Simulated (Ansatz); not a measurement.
This Ansatz (a first-principles code) input (MP2/aug-cc-pV(Q+d)Z) gives -342.08454 Eh with 181 basis functions. A basis named .json is the Basis Set Exchange file of that set (core-valence sets with the plain set on hydrogen).

Ansatz 0.2 input:
```yaml
crystal:
  periodic: [false, false, false]
  atoms:
    - {symbol: P, position_ang: [0.00056199, 0.07657355, 0.08927023]}
    - {symbol: H, position_ang: [1.02683735, -0.58960829, -0.66288796]}
    - {symbol: H, position_ang: [-1.03526727, -0.55899489, -0.67616545]}
basis:
  gaussian:
    orbitals: aug-cc-pV_Q+d_Z.json
    fitting: {mean_field: def2-universal-jkfit, correlation: def2-SVP-RIFIT.json}
total_charge: -1
magnetization: {spin_polarized: false}
correlation: {method: mp2, electrons: outside_noble_gas}
```

Change:
```diff
- fitting: {mean_field: def2-universal-jkfit, correlation: def2-SVP-RIFIT.json}
+ fitting: {mean_field: def2-universal-jkfit, correlation: aug-cc-pVQZ-RIFIT.json}
```

Problem. What does the run give now?

Solution. -342.08675 Eh (MP2/aug-cc-pV(Q+d)Z, 181 functions), a change of -2.21 mEh.
